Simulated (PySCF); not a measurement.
phosphine (H3P), SMILES P. Geometry optimised at PBE0-D3(BJ)/def2-TZVPD.

Q: Give the equilibrium geometry at PBE0-D3(BJ)/def2-TZVPD (PySCF confirms it by a frequency run) as bond lengths and angles, and its point group. (The exact figures need the calculation; the answer reports its results.)

A: point group C3v.
Atoms: P1 H2 H3 H4. Bonds (Å): P1–H2 1.420, P1–H3 1.420, P1–H4 1.420. Angles (°): H2–P1–H3 93.1, H2–P1–H4 93.1, H3–P1–H4 93.1.
